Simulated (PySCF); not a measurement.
# C₄H₅FS: electronic excitations and core binding energies

Wanted: the electronic excitations and core binding energies of C₄H₅FS (`CSC1=C(F)C1`), by calculation.

Computed with PySCF 2.14.0, with density-fitted response routines of our own, on a single molecule in the gas phase. Atoms are numbered from 0 throughout.

## Step 1: The starting structure

11 atoms, charge 0, multiplicity 1; geometry from: GFN2-xTB.

Bonds of the start (Å): C0–S1 1.82, S1–C2 1.71, C2–C3 1.30, C3–F4 1.33, C3–C5 1.49, C5–C2 1.52, C0–H6 1.09, C0–H7 1.09, C0–H8 1.09, C5–H9 1.09, C5–H10 1.09.

## Step 2: Excited states and response: PBE0/def2-SVPD

Job settings and geometry (Å):

```
{"job": {"kind": "uv", "xc": "PBE0", "basis": "def2-SVPD", "nstates": 8, "ntriplets": 3}, "charge": 0, "multiplicity": 1}
C     -2.035051     0.406703    -0.367722
S     -1.051168    -1.121058    -0.478458
C      0.463035    -0.479480    -0.004184
C      1.227131     0.503262     0.372698
F      1.377686     1.784328     0.676866
C      1.927993    -0.805158     0.257180
H     -2.016489     0.771975     0.654518
H     -3.048072     0.148520    -0.658184
H     -1.624464     1.147963    -1.046430
H      2.587547    -0.995815    -0.583184
H      2.197276    -1.358569     1.150937
```

Level: TDDFT PBE0/def2-SVPD, vertical, gas phase, core orbitals frozen in the response.

Launch:

```
> OMP_NUM_THREADS=1 python probes_run.py task.json out
```

This one command runs all jobs of the session in turn.

Output:

```text
coarse grid: 10160 points
cycle   1  E = -652.5433053315  dE =  8.938e-01  |g| = 3.719e-01  |ddm| = 5.022e+00
cycle   2  E = -652.5345368772  dE =  8.768e-03  |g| = 4.405e-01  |ddm| = 9.858e-01
cycle   3  E = -652.5703977295  dE = -3.586e-02  |g| = 8.088e-02  |ddm| = 5.093e-01
cycle   4  E = -652.5715856844  dE = -1.188e-03  |g| = 3.983e-02  |ddm| = 1.755e-01
cycle   5  E = -652.5719630640  dE = -3.774e-04  |g| = 9.316e-03  |ddm| = 6.811e-02
cycle   6  E = -652.5719791987  dE = -1.613e-05  |g| = 3.857e-03  |ddm| = 1.776e-02
cycle   7  E = -652.5719826467  dE = -3.448e-06  |g| = 5.606e-04  |ddm| = 5.597e-03
final grid: 95048 points
cycle   8  E = -652.6447088995  dE = -1.856e-05  |g| = 8.943e-03  |ddm| = 8.524e-02
cycle   9  E = -652.6446919569  dE =  1.694e-05  |g| = 1.228e-02  |ddm| = 3.111e-02
cycle  10  E = -652.6447286191  dE = -3.666e-05  |g| = 1.055e-03  |ddm| = 1.788e-02
cycle  11  E = -652.6447288252  dE = -2.061e-07  |g| = 1.881e-04  |ddm| = 1.274e-03
cycle  12  E = -652.6447288322  dE = -7.022e-09  |g| = 8.492e-05  |ddm| = 3.990e-04
cycle  13  E = -652.6447288336  dE = -1.466e-09  |g| = 3.302e-05  |ddm| = 1.593e-04
cycle  14  E = -652.6447288339  dE = -2.790e-10  |g| = 6.014e-06  |ddm| = 7.166e-05
converged SCF energy = -652.6447288339

Static polarisability (au): isotropic 68.888, principal 50.301 67.903 88.459

Singlet excitations
state   eV       nm        f      main configurations
  1   5.1013    243.0   0.00033   H->L 0.93
  2   5.3184    233.1   0.00207   H->L+1 0.96
  3   6.0294    205.6   0.22176   H->L+2 0.94
  4   6.3047    196.7   0.00747   H->L+3 0.96
  5   6.5412    189.5   0.00996   H->L+4 0.91
  6   6.7971    182.4   0.03210   H->L+5 0.98
  7   6.8633    180.6   0.03772   H->L+6 0.92
  8   7.0673    175.4   0.00581   H->L+7 0.82

Triplet excitations (Tamm-Dancoff, eV): 4.0405 4.7482 5.0710
```

Run time: 29 s. Hardware: 1 thread of Arm Neoverse N1, shared host; peak memory 0.65 GiB.

The orbitals next to the gap, with their largest atomic shares:

```
orbital     eV                      atoms
 HOMO−3  -9.49  S1 24 %, C5 22 %, C2 22 %
 HOMO−2  -9.01  S1 23 %, C5 23 %, C3 21 %
 HOMO−1  -8.66  S1 34 %, C2 26 %, C5 11 %
   HOMO  -6.22  S1 36 %, C3 20 %, C2 17 %
   LUMO   0.22   S1 54 %, C0 17 %, H7 6 %
 LUMO+1   0.35  S1 26 %, C3 22 %, C5 11 %
 LUMO+2   0.53  C3 31 %, C2 30 %, S1 18 %
```

With each of the 8 states as a Gaussian band of 0.4 eV half-width at 1/e, the curve within the window shown has maxima at 205 nm (ε 9,300) L/(mol cm). Beyond the last state computed it falls off for lack of states. The curve at chosen wavelengths:

(nm, ε (L/mol/cm)): (168, 623), (172, 1488), (177, 2778), (181, 3409), (185, 3628), (189, 4020), (194, 5586), (198, 7469), (202, 8963), (207, 9101), (211, 7767), (215, 5768), (219, 3788), (224, 1940), (228, 1045), (232, 545), (236, 289), (241, 145), (245, 91), (249, 60), (254, 37), (258, 24), (262, 15), (266, 9), (271, 5), (275, 3)

Further results of this job:

```
           property  computed
  dipole moment (D)      1.12
polarisability (Å³)     10.21
 HOMO–LUMO gap (eV)      6.43
      −ε(HOMO) (eV)      6.22
```

## Step 3: X-ray photoelectron lines: SCAN, X2C

Same as in step 2 but for these lines:

```diff
@@ -1,2 +1,2 @@
-{"job": {"kind": "uv", "xc": "PBE0", "basis": "def2-SVPD", "nstates": 8, "ntriplets": 3}, "charge": 0, "multiplicity": 1}
+{"job": {"kind": "xps"}, "charge": 0, "multiplicity": 1}
 C     -2.035051     0.406703    -0.367722
```

With the program's defaults for keys left out, this is: delta-SCF UKS SCAN, pcX-2 on the ionised atom, pcseg-1 elsewhere, spin-free X2C.

Output:

```text
ground state, core basis on atom 0 (C), 144 functions
  cycle   1  E = -654.28829540  |g| = 4.52e-01
  cycle   2  E = -654.25571017  |g| = 5.89e-01
  cycle   3  E = -654.32859874  |g| = 1.39e-01
  cycle   4  E = -654.33265938  |g| = 6.52e-02
  cycle   5  E = -654.33368411  |g| = 1.89e-02
  cycle   6  E = -654.33376619  |g| = 6.17e-03
  cycle   7  E = -654.33377632  |g| = 2.07e-03
  cycle   8  E = -654.33377436  |g| = 4.40e-04
  E(ground) = -654.35422472 Eh
hole in C 1s of atom 0
  cycle   1  E = -643.04853671  |g| = 1.50e+00
  cycle   2  E = -641.22733014  |g| = 2.17e+00
  cycle   3  E = -643.06401195  |g| = 9.29e-01
  cycle   4  E = -643.51272393  |g| = 4.41e-01
  cycle   5  E = -643.58967748  |g| = 2.41e-01
  cycle   6  E = -643.61156993  |g| = 1.30e-01
  cycle   7  E = -643.61955894  |g| = 3.09e-02
  cycle   8  E = -643.61988650  |g| = 9.83e-03
  cycle   9  E = -643.61992444  |g| = 3.42e-03
  cycle  10  E = -643.61993112  |g| = 1.67e-03
  cycle  11  E = -643.61993344  |g| = 7.89e-04
  cycle  12  E = -643.61993439  |g| = 3.24e-04
  E(ion) = -643.64089297 Eh   <S^2> = 0.7733   hole on atom = 1.000   binding energy = 291.525 eV
ground state, core basis on atom 1 (S), 155 functions
  cycle   1  E = -654.48436965  |g| = 4.06e-01
  cycle   2  E = -654.48417526  |g| = 4.84e-02
  cycle   3  E = -654.48335158  |g| = 7.27e-02
  cycle   4  E = -654.48472316  |g| = 9.84e-03
  cycle   5  E = -654.48472468  |g| = 8.68e-03
  cycle   6  E = -654.48474272  |g| = 8.85e-04
  cycle   7  E = -654.48474492  |g| = 2.77e-04
  E(ground) = -654.49052647 Eh
hole in S 1s of atom 1
  cycle   1  E = -562.22401471  |g| = 5.08e+00
  cycle   2  E = -560.97397536  |g| = 2.77e+00
  cycle   3  E = -554.93897454  |g| = 3.10e+00
  cycle   4  E = -563.32842645  |g| = 4.42e-01
  cycle   5  E = -563.34226549  |g| = 4.49e-01
  cycle   6  E = -563.43333562  |g| = 1.31e-01
  cycle   7  E = -563.43847380  |g| = 4.75e-02
  cycle   8  E = -563.43925169  |g| = 1.54e-02
  cycle   9  E = -563.43937258  |g| = 3.43e-03
  cycle  10  E = -563.43937672  |g| = 2.91e-03
  cycle  11  E = -563.43938247  |g| = 9.04e-04
  cycle  12  E = -563.43938226  |g| = 4.43e-04
  E(ion) = -563.43777605 Eh   <S^2> = 0.7517   hole on atom = 1.000   binding energy = 2477.672 eV
hole in S 2p of atom 1
  cycle   1  E = -647.78481615  |g| = 1.53e+00
  cycle   2  E = -646.56375402  |g| = 1.96e+00
  cycle   3  E = -647.71879092  |g| = 9.49e-01
  cycle   4  E = -648.18244340  |g| = 3.13e-01
  cycle   5  E = -648.21236813  |g| = 1.82e-01
  cycle   6  E = -648.22863468  |g| = 4.24e-02
  cycle   7  E = -648.22938950  |g| = 2.08e-02
  cycle   8  E = -648.22956248  |g| = 7.25e-03
  cycle   9  E = -648.22958228  |g| = 1.95e-03
  cycle  10  E = -648.22958340  |g| = 1.05e-03
  cycle  11  E = -648.22958518  |g| = 3.71e-04
  E(ion) = -648.24192310 Eh   <S^2> = 0.7532   hole on atom = 1.001   binding energy = 170.033 eV
  2p3/2 = 169.819 eV   2p1/2 = 171.078 eV
ground state, core basis on atom 2 (C), 144 functions
  cycle   1  E = -654.33767646  |g| = 6.32e-02
  cycle   2  E = -654.33745186  |g| = 4.17e-02
  cycle   3  E = -654.33764703  |g| = 3.18e-02
  cycle   4  E = -654.33786470  |g| = 1.22e-02
  cycle   5  E = -654.33790376  |g| = 2.00e-03
  cycle   6  E = -654.33790295  |g| = 3.08e-04
  E(ground) = -654.35881105 Eh
hole in C 1s of atom 2
  cycle   1  E = -643.04682686  |g| = 1.53e+00
  cycle   2  E = -641.58274845  |g| = 2.31e+00
  cycle   3  E = -643.48371648  |g| = 6.02e-01
  cycle   4  E = -643.56158653  |g| = 4.25e-01
  cycle   5  E = -643.62092321  |g| = 1.54e-01
  cycle   6  E = -643.63175723  |g| = 7.35e-02
  cycle   7  E = -643.63491226  |g| = 2.29e-02
  cycle   8  E = -643.63526159  |g| = 8.91e-03
  cycle   9  E = -643.63539137  |g| = 6.04e-03
  cycle  10  E = -643.63548049  |g| = 4.59e-03
  cycle  11  E = -643.63552769  |g| = 1.88e-03
  cycle  12  E = -643.63553154  |g| = 7.85e-04
  cycle  13  E = -643.63553024  |g| = 4.49e-04
  E(ion) = -643.65670185 Eh   <S^2> = 0.8301   hole on atom = 1.000   binding energy = 291.219 eV
ground state, core basis on atom 3 (C), 144 functions
  cycle   1  E = -654.34129672  |g| = 5.84e-02
  cycle   2  E = -654.34110024  |g| = 3.36e-02
  cycle   3  E = -654.34078295  |g| = 4.93e-02
  cycle   4  E = -654.34135568  |g| = 5.31e-03
  cycle   5  E = -654.34136694  |g| = 9.03e-04
  cycle   6  E = -654.34136479  |g| = 2.69e-04
  E(ground) = -654.36177137 Eh
hole in C 1s of atom 3
  cycle   1  E = -643.00502467  |g| = 1.52e+00
  cycle   2  E = -638.98957040  |g| = 3.04e+00
  cycle   3  E = -643.16107045  |g| = 9.05e-01
  cycle   4  E = -643.47184486  |g| = 5.58e-01
  cycle   5  E = -643.56857665  |g| = 2.29e-01
  cycle   6  E = -643.59001850  |g| = 1.09e-01
  cycle   7  E = -643.59601709  |g| = 3.39e-02
  cycle   8  E = -643.59655724  |g| = 8.02e-03
  cycle   9  E = -643.59660889  |g| = 4.52e-03
  cycle  10  E = -643.59663309  |g| = 2.45e-03
  cycle  11  E = -643.59664370  |g| = 1.19e-03
  cycle  12  E = -643.59664607  |g| = 4.88e-04
  E(ion) = -643.61729255 Eh   <S^2> = 0.7967   hole on atom = 1.000   binding energy = 292.372 eV
ground state, core basis on atom 4 (F), 144 functions
  cycle   1  E = -654.37963352  |g| = 1.20e-01
  cycle   2  E = -654.37823347  |g| = 9.57e-02
  cycle   3  E = -654.37818430  |g| = 9.18e-02
  cycle   4  E = -654.37988524  |g| = 1.86e-02
  cycle   5  E = -654.37996440  |g| = 9.47e-04
  cycle   6  E = -654.37996445  |g| = 5.57e-04
  cycle   7  E = -654.37996463  |g| = 1.36e-04
  E(ground) = -654.40228573 Eh
hole in F 1s of atom 4
  cycle   1  E = -627.98649200  |g| = 2.58e+00
  cycle   2  E = -626.04614979  |g| = 2.70e+00
  cycle   3  E = -627.13149158  |g| = 1.66e+00
  cycle   4  E = -628.82556354  |g| = 4.02e-01
  cycle   5  E = -628.87468067  |g| = 2.07e-01
  cycle   6  E = -628.88786396  |g| = 1.18e-01
  cycle   7  E = -628.89595649  |g| = 1.55e-02
  cycle   8  E = -628.89607038  |g| = 7.46e-03
  cycle   9  E = -628.89610030  |g| = 2.20e-03
  cycle  10  E = -628.89610376  |g| = 8.80e-04
  cycle  11  E = -628.89610543  |g| = 5.63e-04
  cycle  12  E = -628.89610790  |g| = 3.18e-04
  E(ion) = -628.92410216 Eh   <S^2> = 0.7589   hole on atom = 1.000   binding energy = 693.297 eV
ground state, core basis on atom 5 (C), 144 functions
  cycle   1  E = -654.33444433  |g| = 9.96e-02
  cycle   2  E = -654.33162904  |g| = 1.52e-01
  cycle   3  E = -654.33531013  |g| = 2.90e-02
  cycle   4  E = -654.33534023  |g| = 2.54e-02
  cycle   5  E = -654.33550588  |g| = 2.77e-03
  cycle   6  E = -654.33550794  |g| = 6.11e-04
  cycle   7  E = -654.33550903  |g| = 1.26e-04
  E(ground) = -654.35558995 Eh
hole in C 1s of atom 5
  cycle   1  E = -643.05859458  |g| = 1.51e+00
  cycle   2  E = -641.94920247  |g| = 2.08e+00
  cycle   3  E = -643.52165259  |g| = 4.87e-01
  cycle   4  E = -643.56823980  |g| = 3.80e-01
  cycle   5  E = -643.62700790  |g| = 9.55e-02
  cycle   6  E = -643.63047815  |g| = 3.36e-02
  cycle   7  E = -643.63090926  |g| = 1.93e-02
  cycle   8  E = -643.63110065  |g| = 7.13e-03
  cycle   9  E = -643.63113304  |g| = 2.78e-03
  cycle  10  E = -643.63113786  |g| = 1.49e-03
  cycle  11  E = -643.63113986  |g| = 4.94e-04
  E(ion) = -643.65099414 Eh   <S^2> = 0.7736   hole on atom = 1.000   binding energy = 291.287 eV
```

Wall time 63 s (1 thread of Arm Neoverse N1, shared host); peak memory 0.58 GiB.

Binding energies by hole, beside the orbital energy of the ground state; the difference holds orbital relaxation and, for a density functional, its self-interaction error:

```
     hole  stands for                      environment  ΔSCF (eV; 2p as the shell's mean)  −ε (eV)   ⟨S²⟩
C1s on C0          C0        methyl carbon bonded to S                             291.52    274.7  0.773
S1s on S1          S1                   sulfide sulfur                            2477.67   2415.6  0.752
S2p on S1          S1                   sulfide sulfur                             170.24    158.6  0.753
C1s on C2          C2  fully substituted alkene carbon                             291.22    274.9  0.830
C1s on C3          C3  fully substituted alkene carbon                             292.37    276.1  0.797
F1s on F4          F4                 vinylic fluorine                             693.30    667.8  0.759
C1s on C5          C5       three-membered-ring carbon                             291.29    274.5  0.774
```

With the spin-orbit splitting: S1 2p3/2 169.82, 2p1/2 171.08 eV. The table gives each 2p level as the mean over the whole 2p shell (two parts 2p3/2, one part 2p1/2), which differs a little from the single hole in the log.

## Step 4: Summary of results

```
                                quantity                                          value
         lowest singlet (PBE0/def2-SVPD)                    5.10 eV (243 nm), f = 0.000
brightest single state of those computed                    state 3, 6.03 eV, f = 0.222
                          lowest triplet                                        4.04 eV
        C1s binding energies, SCAN/pcX-2  C3 292.37, C0 291.52, C5 291.29, C2 291.22 eV
        S1s binding energies, SCAN/pcX-2                                  S1 2477.67 eV
        S2p binding energies, SCAN/pcX-2                                   S1 170.24 eV
        F1s binding energies, SCAN/pcX-2                                   F4 693.30 eV
```

What this shows: The lowest singlet, at 5.10 eV, is HOMO→LUMO 0.93 and is dark; of the 8 states computed, the strongest absorption comes from state 3 at 6.03 eV. The lowest triplet lies 1.06 eV below the lowest singlet (triplets in Tamm-Dancoff, singlets in full TDDFT). The C1s levels kept as sound span 1.15 eV, from C2 (fully substituted alkene carbon) up to C3 (fully substituted alkene carbon).
